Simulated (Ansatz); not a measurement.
Relaxation of HS2Si (4 atoms, charge -1, multiplicity 1), to a largest force component of 0.02 eV/Å in at most 50 steps.

Method: RKS B3LYP-D4/def2-TZVP (Ansatz 0.2.0).

```xyz
4
Properties=species:S:1:pos:R:3
S -1.829 -0.812 0.059
Si 0.004 0.028 -0.039
S 1.809 -0.566 0.643
H 0.017 1.350 -0.663
```

Q: Where does it end, and by what steps?

A: The run converged. Limits of this set-up: an anion without diffuse functions, the dipole of an ion depends on the origin. After 2 steps the energy has fallen by 0.022 eV; Si2 moved furthest, 0.03 Å.

| step | energy less start (eV) | largest force component (eV/Å) | accepted |
| --- | --- | --- | --- |
| 0 | 0.0000 | 0.869 | yes |
| 1 | -0.0193 | 0.210 | yes |
| 2 | -0.0224 | 0.006 | yes |

```xyz
4
Properties=species:S:1:pos:R:3
S -1.823 -0.807 0.050
Si 0.000 0.015 -0.008
S 1.805 -0.563 0.632
H 0.017 1.356 -0.674
```

Time of the run: 5.5 s on 2 threads of Arm Neoverse V2 (shared host), peak memory 0.21 GiB.
